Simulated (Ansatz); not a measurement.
**BFH4Si: ionisation energy by level of theory**

One table from this session's results is given with a row withheld; the runs are named, their logs left out.

Program: Ansatz 0.2.0, Gaussian basis. Level of theory: unrestricted cation, the program's frozen cores in correlated methods. These are calculated values, not measurements.

The runs, in order: UKS PBE-D4/def2-TZVPP; UKS r2SCAN-D4/def2-TZVPP; UKS PBE0-D4/def2-TZVPP; UKS B3LYP-D4/def2-TZVPP; UKS wB97X-V/def2-TZVPP; UKS wB97M-V/def2-TZVPP; UKS B2PLYP/def2-TZVPP; UHF-CCSD(T)/def2-TZVPP; UHF-MP2/def2-QZVPP; extrapolation to the limit; then −ε(HOMO) from the neutral's earlier runs with LDA (SPW92), PBE-D4, revPBE-D4, BLYP-D4, r2SCAN-D4, B97M-V, PBE0-D4, B3LYP-D4, r2SCANh-D4, r2SCAN0-D4, HSE06-D4, BHLYP-D4, CAM-B3LYP-D4, LC-ωPBE, ωB97X-V, ωB97M-V.

### The relaxed structure

The geometry comes from an earlier relaxation with PBE0-D4 in a triple-zeta def2 set; it is a stationary point, not always the lowest conformer.

SMILES `B[SiH2]F`, 7 atoms, charge 0, spin multiplicity 1.

Atoms are counted from 1 here; the program's logs count them from 0.

Bond lengths: B1–Si2 2.000 Å, B1–H4 1.194 Å, B1–H5 1.197 Å, Si2–F3 1.607 Å, Si2–H6 1.490 Å, Si2–H7 1.490 Å. Angles: Si2–B1–H4 124.1°, Si2–B1–H5 118.1°, H4–B1–H5 117.8°, B1–Si2–F3 113.6°, B1–Si2–H6 110.0°, B1–Si2–H7 109.9°, F3–Si2–H6 107.3°, F3–Si2–H7 107.3°, H6–Si2–H7 108.5°.

Set-up of the first run:

in.yaml

```yaml
crystal:
  periodic: [false, false, false]
  atoms:
    - {symbol: B, position_ang: [-0.945934, 0.255563, -0.690372]}
    - {symbol: Si, position_ang: [0.639184, -0.187090, 0.445913]}
    - {symbol: F, position_ang: [0.788016, -1.755477, 0.760733]}
    - {symbol: H, position_ang: [-1.717605, -0.554227, -1.108295]}
    - {symbol: H, position_ang: [-1.134765, 1.403732, -0.971403]}
    - {symbol: H, position_ang: [0.542185, 0.520404, 1.753641]}
    - {symbol: H, position_ang: [1.890119, 0.249196, -0.236117]}
basis:
  gaussian: {orbitals: def2-TZVPP}
total_charge: 1
magnetization: {spin_polarized: true, initial_magnetization: 1}
hamiltonian: {xc: pbe, dispersion: d4}
```

Started as:

```sh
$ ansatz run in.yaml --threads 2 --pin off --events-out ev --progress --plain --max-ram 4352MiB
```

Steps of the session up to this table: Cation, UKS PBE-D4/def2-TZVPP; Cation, UKS r2SCAN-D4/def2-TZVPP; Cation, UKS PBE0-D4/def2-TZVPP; Cation, UKS B3LYP-D4/def2-TZVPP; Cation, UKS wB97X-V/def2-TZVPP; Cation, UKS wB97M-V/def2-TZVPP; Cation, UKS B2PLYP (frozen core)/def2-TZVPP; Cation, UHF-CCSD(T)/def2-TZVPP; Cation, UHF-MP2/def2-QZVPP.

One of the session's tables, all rows but one given; the rest of the session is left out.

For comparison, −ε(HOMO) of the neutral from earlier runs:

```
  functional  −ε(HOMO) (eV)
 LDA (SPW92)           7.30
      PBE-D4           7.22
   revPBE-D4           7.19
     BLYP-D4           7.14
   r2SCAN-D4           7.52
      B97M-V           7.62
     PBE0-D4           8.52
    B3LYP-D4              ?
  r2SCANh-D4           7.99
  r2SCAN0-D4           8.71
    HSE06-D4           8.12
    BHLYP-D4           9.76
CAM-B3LYP-D4           9.92
     LC-ωPBE          11.27
     ωB97X-V          10.92
     ωB97M-V          10.71
```

**Question.** Estimate the row for B3LYP-D4.

Worked estimate for «−ε(HOMO) (eV)». Against the share of exact exchange, BLYP-D4 (0, 7.14), BHLYP-D4 (0.5, 9.76) give a slope of 5.24 per unit share; at 0.2 the line stands at 8.19.

As computed: −ε(HOMO) (eV): 8.34. In «−ε(HOMO) (eV)» the line misses by -0.15.

Limits of these values: The cation may have settled in a state other than its lowest; no search over hole states beyond the program's own was made.
